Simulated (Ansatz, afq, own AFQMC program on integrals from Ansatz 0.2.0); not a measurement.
Atomization energy of AlH3O, singlet

```xyz
5

Al    0.0000    0.0000    0.5996
O     0.0000    0.0000   -1.0564
H     0.0000    1.3868    1.3596
H     0.0000   -1.3868    1.3596
H     0.0000    0.0000   -2.0006
```

Connectivity, by distances: AlH2–OH.

Atoms in their ground-state spins without spin–orbit coupling (mostly on UHF) minus the molecule (RHF), without zero-point energy. The geometry is a stationary point, not shown to be a minimum.

Basis cc-pVDZ. Noble-gas cores (and the filled d shells of Ga–Kr and In–Xe) are frozen. AFQMC by an in-house program on the Cholesky factors that Ansatz 0.2.0 writes for its CCSD(T) run. ph-AFQMC/CISD is guided by a CISD state made of CCSD amplitudes; releasing the constraint for a short imaginary time cuts its bias at the price of noise, slowly where states lie close. ± is one standard error of the sampling. The errors of all members are added in quadrature.

No full CI on the walks' own integrals is used here; CCSDT(Q) serves as the reference and is uncertain by about the last step of the cluster series. Each member takes its own surest rung, up to full CI.

The best estimate is CCSD(T) at the basis-set limit (CBS: def2-TZVPP and def2-QZVPP, with their diffuse functions for anions and beside diffuse sets, CCSD(T) itself extrapolated) plus the step from CCSD(T) to CCSDT(Q) in cc-pVDZ. Rows without CBS are in cc-pVDZ, the functionals in def2-TZVP; B2PLYP and the wave-function rows carry a basis error of their own. Core correlation and relativity beyond core potentials are missing, and ± holds the sampling alone.

| level | atomization energy (eV) |
| --- | --- |
| CCSD | 13.903 |
| B2PLYP | 15.401 |
| PBE | 15.408 |

Question: From these cheaper values, estimate the atomization energy at the level of the best estimate.

Answer: 15.828 eV (best estimate, highest rung CCSDT(Q)).

| level | atomization energy (eV) | error against the best estimate (eV) |
| --- | --- | --- |
| HF | 10.764 | -5.064 |
| MP2 | 14.190 | -1.638 |
| CCSD(T) | 13.993 | -1.835 |
| ph-AFQMC/CISD | 13.988 ± 0.011 | -1.840 ± 0.011 |
| released AFQMC | 13.995 ± 0.014 | -1.833 ± 0.014 |
| HF/CBS | 11.488 | -4.340 |
| MP2/CBS | 16.051 | 0.223 |
| CCSD(T)/CBS | 15.813 | -0.015 |
| r2SCAN | 15.597 | -0.231 |
| PBE0 | 15.174 | -0.654 |
| B3LYP | 15.488 | -0.340 |
| wB97M-V | 15.662 | -0.166 |
| surest rungs in cc-pVDZ | 14.008 | -1.820 |

Correlation beyond CCSD(T) adds 0.015 eV. Going to the basis-set limit adds 1.820 eV at CCSD(T). The perturbative (T) step is worth +0.090 eV. The functionals spread over 0.488 eV; wB97M-V comes nearest and PBE0 is 0.654 eV too low.

Best estimates are given only where the step beyond CCSD(T) is under 0.3 eV and no member's determinant is very poor (T1 over 0.05, or 0.07 for open shells, ⟨S²⟩ too high by 0.3, two states mixed), so the hardest cases are missing from such tables.

The functionals ran in a triple-zeta set and keep a basis error of their own, a few kJ/mol for each bond in atomization energies and more for double hybrids, so close places among them and the extrapolated levels can swap.

Each member of a difference takes its own highest rung, so a best estimate needn't equal the limit plus the step of one row. A walk keeps the symmetry of its determinant, which the program's search chose and which needn't be the lowest solution, so a lower state of the same spin and another symmetry isn't excluded. Released energies are given only where the last usable release times agree within the noise; a slower fall can still hide under it.
